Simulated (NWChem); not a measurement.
Program: NWChem. System: CF₄, charge 0, spin multiplicity 1, displaced from the optimised geometry. Level: CCSD(T)/cc-pVDZ, 5 core orbitals frozen, spin-restricted.

Job file:

```
start mol
memory heap 100 mb stack 700 mb global 1900 mb
geometry units angstroms nocenter noautoz noautosym
  F      0.913099     0.000000    -0.645650
  C      0.000000     0.000000    -0.000000
  F     -1.074234     0.000000    -0.759589
  F      0.000000    -1.074227     0.759589
  F      0.000000     1.074227     0.759589
end
basis spherical
  * library cc-pvdz
end
scf
  rhf
  nopen 0
  maxiter 100
  thresh 1e-7
  semidirect memsize 60000000 filesize 0
end
ccsd
  freeze core 5
  maxiter 60
end
task ccsd(t) energy
```

Part of the output:

```
             Northwest Computational Chemistry Package (NWChem) 7.3.0
             --------------------------------------------------------

                                NWChem Input Module
                                -------------------

 Scaling coordinates for geometry "geometry" by  1.889725989
 (inverse scale =  0.529177249)

                             Geometry "geometry" -> ""
                             -------------------------

 Output coordinates in angstroms (scale by  1.889725989 to convert to a.u.)

  No.       Tag          Charge          X              Y              Z
 ---- ---------------- ---------- -------------- -------------- --------------
    1 F                    9.0000     0.91309900     0.00000000    -0.64565000
    2 C                    6.0000     0.00000000     0.00000000     0.00000000
    3 F                    9.0000    -1.07423400     0.00000000    -0.75958900
    4 F                    9.0000     0.00000000    -1.07422700     0.75958900
    5 F                    9.0000     0.00000000     1.07422700     0.75958900

 Effective nuclear repulsion energy (a.u.)     215.1630641978

            Nuclear Dipole moment (a.u.)
            ----------------------------
        X                 Y               Z
 ---------------- ---------------- ----------------
    -2.7405089745     0.0000000000     1.9378214047


 Summary of "ao basis" -> "" (spherical)
 ------------------------------------------------------------------------------
       Tag                 Description            Shells   Functions and Types
 ---------------- ------------------------------  ------  ---------------------
 *                          cc-pvdz                   on all atoms

 Summary of "ao basis" -> "ao basis" (spherical)
 ------------------------------------------------------------------------------
       Tag                 Description            Shells   Functions and Types
 ---------------- ------------------------------  ------  ---------------------
 F                          cc-pvdz                  6       14   3s2p1d
 C                          cc-pvdz                  6       14   3s2p1d

                                 NWChem SCF Module
                                 -----------------

  ao basis        = "ao basis"
  functions       =    70
  atoms           =     5
  closed shells   =    21
  open shells     =     0
  charge          =   0.00
  wavefunction    = RHF
  use symmetry    = F
  symmetry adapt  = F

 Summary of "ao basis" -> "ao basis" (spherical)
 ------------------------------------------------------------------------------
       Tag                 Description            Shells   Functions and Types
 ---------------- ------------------------------  ------  ---------------------
 F                          cc-pvdz                  6       14   3s2p1d
 C                          cc-pvdz                  6       14   3s2p1d

 Forming initial guess at       0.1s

      Superposition of Atomic Density Guess
      -------------------------------------

 Sum of atomic energies:        -435.20161085

      Non-variational initial energy
      ------------------------------

 Total energy =    -437.127647
 1-e energy   =   -1035.655530
 2-e energy   =     383.364819
 HOMO         =      -0.577115
 LUMO         =       0.335897

 Starting SCF solution at       1.6s

 ----------------------------------------------
         Quadratically convergent ROHF

 Convergence threshold     :          1.000E-07
[...]
 number of integral evaluations           1
 number of occupied per triples pass     16
 number of triples passes                 1

 commencing integral evaluation        1 at          68.63
  symmetry use  F
task         2 out of       465 done   0%  at       0.0 secs
task        24 out of       465 done   5%  at       0.5 secs
task        47 out of       465 done  10%  at       0.8 secs
task        70 out of       465 done  15%  at       1.1 secs
task        93 out of       465 done  20%  at       1.4 secs
task       117 out of       465 done  25%  at       1.8 secs
task       140 out of       465 done  30%  at       2.0 secs
task       163 out of       465 done  35%  at       2.2 secs
task       186 out of       465 done  40%  at       2.4 secs
task       210 out of       465 done  45%  at       2.6 secs
task       233 out of       465 done  50%  at       2.7 secs
task       256 out of       465 done  55%  at       2.9 secs
task       279 out of       465 done  60%  at       3.2 secs
task       303 out of       465 done  65%  at       3.5 secs
task       326 out of       465 done  70%  at       3.8 secs
task       349 out of       465 done  75%  at       4.0 secs
task       372 out of       465 done  80%  at       4.3 secs
task       396 out of       465 done  85%  at       4.6 secs
task       419 out of       465 done  90%  at       4.9 secs
task       442 out of       465 done  95%  at       5.1 secs
task       465 out of       465 done 100%  at       5.4 secs
 commencing triples evaluation - blocking       1
 ccsd(t): done        1 out of       49 progress:    2.0%
 ccsd(t): done        2 out of       49 progress:    4.1%
 ccsd(t): done        3 out of       49 progress:    6.1%
 ccsd(t): done        4 out of       49 progress:    8.2%
 ccsd(t): done        5 out of       49 progress:   10.2%
 ccsd(t): done        6 out of       49 progress:   12.2%
 ccsd(t): done        7 out of       49 progress:   14.3%
 ccsd(t): done        8 out of       49 progress:   16.3%
 ccsd(t): done        9 out of       49 progress:   18.4%
 ccsd(t): done       10 out of       49 progress:   20.4%
 ccsd(t): done       11 out of       49 progress:   22.4%
 ccsd(t): done       12 out of       49 progress:   24.5%
 ccsd(t): done       13 out of       49 progress:   26.5%
 ccsd(t): done       14 out of       49 progress:   28.6%
 ccsd(t): done       15 out of       49 progress:   30.6%
 ccsd(t): done       16 out of       49 progress:   32.7%
 ccsd(t): done       17 out of       49 progress:   34.7%
 ccsd(t): done       18 out of       49 progress:   36.7%
 ccsd(t): done       19 out of       49 progress:   38.8%
 ccsd(t): done       20 out of       49 progress:   40.8%
 ccsd(t): done       21 out of       49 progress:   42.9%
 ccsd(t): done       22 out of       49 progress:   44.9%
 ccsd(t): done       23 out of       49 progress:   46.9%
 ccsd(t): done       24 out of       49 progress:   49.0%
 ccsd(t): done       25 out of       49 progress:   51.0%
 ccsd(t): done       26 out of       49 progress:   53.1%
 ccsd(t): done       27 out of       49 progress:   55.1%
 ccsd(t): done       28 out of       49 progress:   57.1%
 ccsd(t): done       29 out of       49 progress:   59.2%
 ccsd(t): done       30 out of       49 progress:   61.2%
 ccsd(t): done       31 out of       49 progress:   63.3%
 ccsd(t): done       32 out of       49 progress:   65.3%
 ccsd(t): done       33 out of       49 progress:   67.3%
 ccsd(t): done       34 out of       49 progress:   69.4%
 ccsd(t): done       35 out of       49 progress:   71.4%
 ccsd(t): done       36 out of       49 progress:   73.5%
 ccsd(t): done       37 out of       49 progress:   75.5%
 ccsd(t): done       38 out of       49 progress:   77.6%
 ccsd(t): done       39 out of       49 progress:   79.6%
 ccsd(t): done       40 out of       49 progress:   81.6%
 ccsd(t): done       41 out of       49 progress:   83.7%
 ccsd(t): done       42 out of       49 progress:   85.7%
 ccsd(t): done       43 out of       49 progress:   87.8%
 ccsd(t): done       44 out of       49 progress:   89.8%
 ccsd(t): done       45 out of       49 progress:   91.8%
 ccsd(t): done       46 out of       49 progress:   93.9%
 ccsd(t): done       47 out of       49 progress:   95.9%
 ccsd(t): done       48 out of       49 progress:   98.0%
 ccsd(t): done       49 out of       49 progress:  100.0%
 Time for integral evaluation pass     1        5.47
 Time for triples evaluation pass      1       13.17

 pseudo-e(mp4)  -0.16761355527000E-01
 pseudo-e(mp5)   0.14653366163702E-02
        e(t)    -0.15296018910630E-01

 --------------
 CCSD(T) Energy
 --------------
 Reference energy:                    -435.620152130091014

 CCSD corr. energy:                     -0.866641995812884
 T(CCSD) corr. energy:                  -0.016761355527000
 Total CCSD+T(CCSD) energy:           -436.503555481430908

 CCSD corr. energy:                     -0.866641995812884
 (T) corr. energy:                      -0.015296018910630
 Total CCSD(T) energy:                -436.502090144814531

 routine      calls  cpu(0)   cpu-min  cpu-ave  cpu-max   i/o
 aoccsd          1     0.05     0.05     0.05     0.05    0.00
 iterdrv         1     0.03     0.03     0.03     0.03    0.00
 pampt          10     0.22     0.22     0.22     0.22    0.00
 t2pm           10     0.38     0.38     0.38     0.38    0.00
 sxy            10     0.56     0.56     0.56     0.56    0.00
 ints      2158230    47.54    47.54    47.54    47.54    0.00
 t2eri        4650    10.31    10.31    10.31    10.31    0.00
 idx2         4650     1.88     1.88     1.88     1.88    0.00
 idx34          10     0.21     0.21     0.21     0.21    0.00
 ht2pm          10     0.41     0.41     0.41     0.41    0.00
 itm            10     2.66     2.66     2.66     2.66    0.00
 pdiis          10     0.07     0.07     0.07     0.07    0.00
 triples         1     0.00     0.00     0.00     0.00    0.00
 rdtrpo          1     0.04     0.04     0.04     0.04    0.00
 trpmos          1     5.47     5.47     5.47     5.47    0.00
 trpdrv          1     1.50     1.50     1.50     1.50    0.00
 dovvv      213248     4.46     4.46     4.46     4.46    0.00
 doooo      213248     2.00     2.00     2.00     2.00    0.00
 tengy      200704     5.00     5.00     5.00     5.00    0.00
 Total                82.79    82.79    82.79    82.79    0.00

 Task  times  cpu:       89.8s     wall:       89.8s

 Total times  cpu:       89.8s     wall:       89.8s
```
